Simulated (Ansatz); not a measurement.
**NClO (singlet): wave-function methods side by side, cc-pV(D+d)Z**

Aim: climb from Hartree-Fock through coupled cluster for NClO (singlet) at one geometry and basis, and see what each rung misses.

Program: Ansatz 0.2.0, Gaussian basis. Level of theory: cc-pV(D+d)Z, core rule «outside noble gas», up to 7 orbitals frozen. These are calculated values, not measurements.

To be run: UHF; CCSD(T) on RHF; CCSD(T) on UHF; CCSDT(Q) on RHF; CCSDTQ on RHF.

## Step 1: The system

The geometry is an MP2(full)/6-31G* stationary point (not a proven minimum).

3 atoms, charge 0, spin multiplicity 1.

Atoms are counted from 1 here; the program's logs count them from 0.

Bond lengths: N2–O3 1.156 Å.

## Step 2: UHF

in.yaml

```yaml
crystal:
  periodic: [false, false, false]
  atoms:
    - {symbol: Cl, position_ang: [-0.525778, -0.940044, 0.000000]}
    - {symbol: N, position_ang: [0.011946, 1.018284, 0.000000]}
    - {symbol: O, position_ang: [1.154610, 1.191582, 0.000000]}
basis:
  gaussian: {orbitals: "cc-pV(D+d)Z.json"}
magnetization: {spin_polarized: true, initial_magnetization: 0}
hamiltonian: {xc: hf}
output: {orbitals: {seedname: orbitals}}
```

Command:

```
ansatz run in.yaml --threads 1 --pin off --events-out ev --progress --plain --max-ram 2880MiB --backend cpu
```

After this run come: CCSD(T) on RHF; CCSD(T) on UHF; CCSDT(Q) on RHF; CCSDTQ on RHF.

Q: Predict the results of all the runs planned. Wanted: RCCSDTQ below the RHF energy; RMP2 from RCCSDTQ; UMP2 from RCCSDTQ; RCCSD from RCCSDTQ; RCCSD(T) from RCCSDTQ; UCCSD(T) from RCCSDTQ; RCCSDT(Q) from RCCSDTQ; T1 diagnostic.

**Answer**, as computed:

```
                         quantity        value
     RCCSDTQ below the RHF energy  -14.8465 eV
                RMP2 from RCCSDTQ   +980.6 meV
                UMP2 from RCCSDTQ  +1921.7 meV
               RCCSD from RCCSDTQ   +758.4 meV
            RCCSD(T) from RCCSDTQ   +117.9 meV
            UCCSD(T) from RCCSDTQ   +193.9 meV
           RCCSDT(Q) from RCCSDTQ    -14.4 meV
levels within 1 kcal/mol (43 meV)    RCCSDT(Q)
                    T1 diagnostic        0.022
```

RCCSD(T) misses by +117.9 meV, 0.8 % of the correlation energy. CCSD(T) misses by +117.9 meV on the restricted determinant and by +193.9 meV on the unrestricted one; the two need not hold the same state or core. These misses are within one basis, not against nature.
